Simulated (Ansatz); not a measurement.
Reaction (isomerisation): `C=NC(=C)N` → `CNC1C=N1`

Gas-phase electronic energies from Ansatz, PBE0-D4/def2-TZVP geometries. CCSD(T)/CBS adds triple-zeta CCSD(T) − MP2 to the extrapolated MP2 energy (def2 sets, frozen cores). Functionals use def2-TZVPP. B3LYP here is the variant with VWN-RPA as its local correlation; programs differ in this. One conformer a species, not always the lowest.

`C=NC(=C)N`:

```xyz
11

C    -1.808   -0.190    0.378
N    -1.018    0.368   -0.432
C     0.360    0.151   -0.284
C     0.893   -1.071   -0.134
N     1.080    1.318   -0.438
H    -2.881   -0.064    0.238
H    -1.463   -0.803    1.218
H     0.261   -1.947   -0.147
H     1.964   -1.215   -0.095
H     2.029    1.293   -0.105
H     0.583    2.160   -0.197
```

`CNC1C=N1`:

Cartesian coordinates in Å:
```
C 0.150 -1.321 0.900
N -0.122 0.095 0.735
C 0.374 0.650 -0.459
C -0.336 1.639 -1.213
N -0.415 0.526 -1.781
H -0.217 -1.652 1.873
H -0.298 -1.950 0.119
H 1.230 -1.483 0.884
H -1.104 0.300 0.855
H 1.451 0.548 -0.564
H -0.714 2.648 -1.347
```

| level | ΔE (kJ/mol) | difference from CCSD(T)/CBS |
| --- | --- | --- |
| PBE0-D4 | 111.7 | -2.1 |
| B3LYP-D4 | 128.2 | 14.4 |
| ωB97M-V | 113.1 | -0.7 |
| B2PLYP | 119.2 | 5.4 |
| PBE | 112.9 | -0.9 |
| HF/def2-TZVPP | 128.7 | 14.9 |
| CCSD/def2-TZVPP | 111.7 | -2.1 |
| SCS-MP2/def2-QZVPP | 106.0 | -7.8 |
| MP2/CBS(def2) | 106.5 | -7.3 |
| CCSD/CBS(def2) | 113.9 | 0.1 |
| CCSD(T)/CBS | 113.8 | 0 |

Largest T1 diagnostic among the species: 0.013.

In def2-TZVPP, CCSD(T) changes the Hartree–Fock value by −17.2 kJ/mol (the triples alone add −0.2 kJ/mol) and MP2 by −24.4 kJ/mol.

CCSD(T)/CBS has its own doubt, a few kJ/mol and more with outer-core shells, so smaller differences from it don't rank the levels.
